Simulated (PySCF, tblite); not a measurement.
# C₄H₈ClF: a rotation path, then NMR shifts on frames, part 2 of 2

tblite 0.8.0 and PySCF 2.14.0. Atoms count from 0. The steps go on from the part before.

### 5 Shielding tensors: image 4, PBE0/pcSseg-1

What the job is given:

```
{"job": {"kind": "nmr", "xc": "PBE0", "basis": "pcSseg-1", "pop": false}, "charge": 0, "multiplicity": 1}
C     -1.347200     0.458700    -0.427400
C      0.044300    -0.171900    -0.363700
C      0.075100    -1.301200     0.662300
C      1.098200     0.923100    -0.112800
F      1.945200     1.004400    -1.179300
Cl     2.117000     0.678600     1.332600
H     -2.091700    -0.298600    -0.660200
H     -1.390800     1.223700    -1.199200
H     -1.607800     0.910300     0.527300
H      0.282600    -0.590900    -1.348000
H     -0.628500    -2.077300     0.372400
H     -0.203300    -0.928400     1.644400
H      1.064400    -1.744600     0.728700
H      0.642100     1.913400     0.000500
```

Level: GIAO PBE0/pcSseg-1 NMR shielding, non-relativistic, gas phase.

What it wrote:

```text
coarse grid: 12016 points
cycle   1  E = -716.6791763060  dE =  5.238e-01  |g| = 5.975e-01  |ddm| = 3.100e+00
cycle   2  E = -716.6218691605  dE =  5.731e-02  |g| = 8.476e-01  |ddm| = 9.132e-01
cycle   3  E = -716.7516496452  dE = -1.298e-01  |g| = 7.057e-02  |ddm| = 5.323e-01
cycle   4  E = -716.7525633896  dE = -9.137e-04  |g| = 3.141e-02  |ddm| = 7.414e-02
cycle   5  E = -716.7527726627  dE = -2.093e-04  |g| = 5.411e-03  |ddm| = 2.822e-02
cycle   6  E = -716.7527790521  dE = -6.389e-06  |g| = 1.536e-03  |ddm| = 6.337e-03
final grid: 111160 points
cycle   7  E = -716.7953810536  dE = -4.576e-05  |g| = 8.628e-03  |ddm| = 2.820e-02
cycle   8  E = -716.7953715744  dE =  9.479e-06  |g| = 1.102e-02  |ddm| = 1.476e-02
cycle   9  E = -716.7953977385  dE = -2.616e-05  |g| = 1.230e-03  |ddm| = 8.437e-03
cycle  10  E = -716.7953979627  dE = -2.242e-07  |g| = 3.099e-04  |ddm| = 1.023e-03
cycle  11  E = -716.7953979801  dE = -1.740e-08  |g| = 6.304e-05  |ddm| = 2.249e-04
cycle  12  E = -716.7953979810  dE = -8.499e-10  |g| = 1.502e-05  |ddm| = 7.000e-05
converged SCF energy = -716.7953979810

GIAO shielding tensors (ppm)
atom      isotropic    diamagn.    paramagn.     s11        s22        s33       span
  0 C      163.548     247.837     -84.289    144.859    160.092    185.694     40.835
  1 C      146.345     246.378    -100.033    124.647    145.061    169.328     44.681
  2 C      164.619     246.495     -81.876    151.295    164.668    177.893     26.597
  3 C       66.596     242.268    -175.672     34.783     70.862     94.144     59.361
  4 F      301.751     471.847    -170.097    214.684    318.441    372.126    157.442
  5 Cl     726.102    1146.440    -420.338    459.501    724.671    994.135    534.634
  6 H       30.633      29.846       0.787     25.981     28.370     37.547     11.566
  7 H       30.387      29.848       0.539     25.958     28.146     37.057     11.099
  8 H       30.941      30.301       0.640     27.291     29.306     36.227      8.935
  9 H       29.462      31.267      -1.806     26.512     27.835     34.038      7.527
 10 H       30.765      29.590       1.175     26.185     28.336     37.775     11.590
 11 H       30.916      29.892       1.024     27.481     29.586     35.681      8.199
 12 H       29.910      29.544       0.366     24.689     29.476     35.567     10.878
 13 H       25.571      28.985      -3.415     23.353     24.853     28.506      5.154
```

Wall time 31 s (1 thread of Intel Xeon at 2.50GHz, shared host); peak memory 0.75 GiB.

In short: δ C3 120.3, C1 40.6, C0 23.4, C2 22.3, H13 6.15, H9 2.26 ppm.

### 6 NMR shieldings: image 6, PBE0/pcSseg-1

What the job is given:

```
{"job": {"kind": "nmr", "xc": "PBE0", "basis": "pcSseg-1", "pop": false}, "charge": 0, "multiplicity": 1}
C     -1.308400     0.434000    -0.538200
C      0.072200    -0.197000    -0.344700
C      0.022400    -1.257500     0.750000
C      1.084500     0.919300    -0.058100
F      1.569100     1.405100    -1.236000
Cl     2.495800     0.409600     0.910300
H     -2.036600    -0.331800    -0.793700
H     -1.291000     1.171300    -1.336900
H     -1.636600     0.921800     0.378100
H      0.382400    -0.668600    -1.283800
H     -0.669900    -2.044100     0.462100
H     -0.314800    -0.822700     1.687100
H      0.998100    -1.705800     0.909700
H      0.632100     1.765900     0.471900
```

Level: GIAO PBE0/pcSseg-1 NMR shielding, non-relativistic, gas phase.

What it wrote:

```text
coarse grid: 12016 points
cycle   1  E = -716.6846431047  dE =  5.257e-01  |g| = 5.928e-01  |ddm| = 3.095e+00
cycle   2  E = -716.6299463272  dE =  5.470e-02  |g| = 8.360e-01  |ddm| = 9.171e-01
cycle   3  E = -716.7559336352  dE = -1.260e-01  |g| = 7.066e-02  |ddm| = 5.358e-01
cycle   4  E = -716.7568531795  dE = -9.195e-04  |g| = 3.081e-02  |ddm| = 7.403e-02
cycle   5  E = -716.7570529339  dE = -1.998e-04  |g| = 5.646e-03  |ddm| = 2.803e-02
cycle   6  E = -716.7570599716  dE = -7.038e-06  |g| = 1.510e-03  |ddm| = 6.636e-03
final grid: 111160 points
cycle   7  E = -716.7990017429  dE = -4.104e-05  |g| = 8.578e-03  |ddm| = 2.567e-02
cycle   8  E = -716.7989920690  dE =  9.674e-06  |g| = 1.098e-02  |ddm| = 1.494e-02
cycle   9  E = -716.7990184675  dE = -2.640e-05  |g| = 1.218e-03  |ddm| = 8.608e-03
cycle  10  E = -716.7990186887  dE = -2.212e-07  |g| = 2.986e-04  |ddm| = 1.033e-03
cycle  11  E = -716.7990187046  dE = -1.592e-08  |g| = 6.101e-05  |ddm| = 2.148e-04
cycle  12  E = -716.7990187054  dE = -7.954e-10  |g| = 1.496e-05  |ddm| = 7.182e-05
converged SCF energy = -716.7990187054

GIAO shielding tensors (ppm)
atom      isotropic    diamagn.    paramagn.     s11        s22        s33       span
  0 C      164.024     247.621     -83.597    147.967    157.622    186.482     38.515
  1 C      146.103     246.470    -100.367    127.295    145.671    165.344     38.049
  2 C      164.744     247.050     -82.306    145.487    167.013    181.733     36.247
  3 C       67.118     242.665    -175.547     32.069     73.533     95.751     63.682
  4 F      316.495     472.042    -155.546    261.614    324.216    363.656    102.042
  5 Cl     720.306    1146.285    -425.979    441.103    718.911   1000.903    559.800
  6 H       30.519      29.829       0.690     26.001     28.145     37.411     11.410
  7 H       30.176      29.623       0.553     25.445     28.390     36.691     11.246
  8 H       31.052      30.430       0.622     27.570     29.048     36.539      8.969
  9 H       29.625      31.050      -1.425     27.298     27.752     33.826      6.528
 10 H       30.786      29.783       1.004     26.302     28.363     37.694     11.393
 11 H       31.127      30.142       0.985     28.245     28.618     36.518      8.273
 12 H       29.824      29.611       0.213     24.001     30.491     34.980     10.979
 13 H       25.690      29.092      -3.402     23.225     25.374     28.471      5.246
```

Wall time 33 s (1 thread of Intel Xeon at 2.50GHz, shared host); peak memory 0.75 GiB.

In short: δ C3 119.8, C1 40.8, C0 22.9, C2 22.2, H13 6.03, H9 2.09 ppm.

### 7 NMR shieldings: image 8, PBE0/pcSseg-1

What the job is given:

```
{"job": {"kind": "nmr", "xc": "PBE0", "basis": "pcSseg-1", "pop": false}, "charge": 0, "multiplicity": 1}
C     -1.269100     0.403100    -0.659800
C      0.088900    -0.216300    -0.328900
C     -0.026400    -1.194500     0.835400
C      1.074100     0.897300     0.008800
F      1.174900     1.781400    -1.021400
Cl     2.712500     0.258100     0.314000
H     -1.971000    -0.378000    -0.938100
H     -1.183500     1.101700    -1.488100
H     -1.665600     0.933900     0.203200
H      0.467500    -0.741000    -1.211800
H     -0.727700    -1.985100     0.583300
H     -0.386500    -0.684800     1.726500
H      0.936300    -1.645000     1.059300
H      0.774900     1.468900     0.895400
```

Level: GIAO PBE0/pcSseg-1 NMR shielding, non-relativistic, gas phase.

What it wrote:

```text
coarse grid: 12016 points
cycle   1  E = -716.6908934461  dE =  5.322e-01  |g| = 5.866e-01  |ddm| = 3.090e+00
cycle   2  E = -716.6396965501  dE =  5.120e-02  |g| = 8.197e-01  |ddm| = 9.156e-01
cycle   3  E = -716.7606909940  dE = -1.210e-01  |g| = 7.056e-02  |ddm| = 5.362e-01
cycle   4  E = -716.7616057509  dE = -9.148e-04  |g| = 3.032e-02  |ddm| = 7.369e-02
cycle   5  E = -716.7617979861  dE = -1.922e-04  |g| = 5.735e-03  |ddm| = 2.802e-02
cycle   6  E = -716.7618052386  dE = -7.253e-06  |g| = 1.502e-03  |ddm| = 6.753e-03
final grid: 111160 points
cycle   7  E = -716.8042641119  dE = -4.252e-05  |g| = 8.618e-03  |ddm| = 2.449e-02
cycle   8  E = -716.8042543754  dE =  9.737e-06  |g| = 1.107e-02  |ddm| = 1.515e-02
cycle   9  E = -716.8042808160  dE = -2.644e-05  |g| = 1.206e-03  |ddm| = 8.701e-03
cycle  10  E = -716.8042810316  dE = -2.155e-07  |g| = 3.024e-04  |ddm| = 1.055e-03
cycle  11  E = -716.8042810480  dE = -1.641e-08  |g| = 6.009e-05  |ddm| = 2.152e-04
cycle  12  E = -716.8042810487  dE = -7.776e-10  |g| = 1.543e-05  |ddm| = 7.281e-05
converged SCF energy = -716.8042810487

GIAO shielding tensors (ppm)
atom      isotropic    diamagn.    paramagn.     s11        s22        s33       span
  0 C      166.922     247.180     -80.258    155.529    157.903    187.334     31.806
  1 C      144.742     247.221    -102.479    134.648    137.407    162.172     27.524
  2 C      166.212     247.660     -81.449    150.130    161.852    186.654     36.524
  3 C       69.224     243.066    -173.842     32.848     72.554    102.272     69.424
  4 F      324.737     472.587    -147.850    265.198    327.178    381.835    116.637
  5 Cl     717.552    1146.183    -428.630    465.238    659.137   1028.283    563.046
  6 H       30.649      29.873       0.776     26.247     28.172     37.526     11.278
  7 H       30.040      29.659       0.381     24.750     28.931     36.439     11.689
  8 H       31.134      30.348       0.786     27.651     28.799     36.953      9.302
  9 H       29.738      31.148      -1.410     26.976     28.801     33.436      6.459
 10 H       30.713      29.923       0.790     26.420     28.127     37.591     11.170
 11 H       31.238      30.376       0.862     28.092     28.731     36.890      8.799
 12 H       30.139      29.557       0.583     24.369     30.550     35.498     11.129
 13 H       25.947      29.197      -3.250     24.047     25.750     28.044      3.996
```

It took 36 s on 1 thread of Intel Xeon at 2.50GHz, shared host; peak memory 0.75 GiB.

This run: δ C3 117.7, C1 42.2, C2 20.7, C0 20.0, H13 5.77, H9 1.98 ppm.

### 8 Side by side: NMR shifts

Shifts (ppm) of some atoms, chosen among heavy atoms and hydrogens apart, with basis size and wall time:

```
  frame     C3    C0    C2   H11    H7      F4  Cl5  functions  time
image 0  117.5  19.5  15.1  1.32  0.86  -150.0  179        149  43 s
image 2  119.1  20.6  19.2  1.18  1.06  -136.8  194        149  34 s
image 4  120.3  23.4  22.3  0.80  1.33  -130.8  224        149  31 s
image 6  119.8  22.9  22.2  0.59  1.54  -145.5  229        149  33 s
image 8  117.7  20.0  20.7  0.48  1.68  -153.8  232        149  36 s
```

### 9 Outcome

The summary covers parts 1 to 2.

| quantity | value |
| --- | --- |
| barrier | 0.135 eV (3.1 kcal/mol) at image 4 |
| end to end (GFN2-xTB) | -0.004 eV |
| 13C shifts against TMS (PBE0/pcSseg-1, image 0) | 117.5, 39.8, 19.5, 15.1 ppm |
| 1H shifts against TMS (PBE0/pcSseg-1, image 0) | 6.39, 2.14, 1.43, 1.32, 0.99, 0.98, 0.86, 0.78 ppm |
| 19F shifts against CFCl3 (PBE0/pcSseg-1, image 0) | -150.0 ppm |
| 35Cl shifts against HCl (PBE0/pcSseg-1, image 0) | 179 ppm |
| potential on the surface of density 0.002 e/bohr³, 1st and 99th percentile | -0.90 V and 1.19 V |
| range of the shift of Cl5 | 179 to 232 ppm |

In words: Along the band the dihedral turns by 118°, and the top (dihedral 119°) lies 3.1 kcal/mol above the start (GFN2-xTB, rough), so at room temperature this motion is fast. The top was not checked by a frequency run. Shifts at one fixed geometry are not the observed spectrum, which averages over the motion. In the first frame run (image 0): The largest span, 532 ppm, is at Cl5, where the paramagnetic term is -376 ppm. Across the 5 runs the shift of Cl5 moves most, between 179 (image 0) and 232 ppm (image 8).
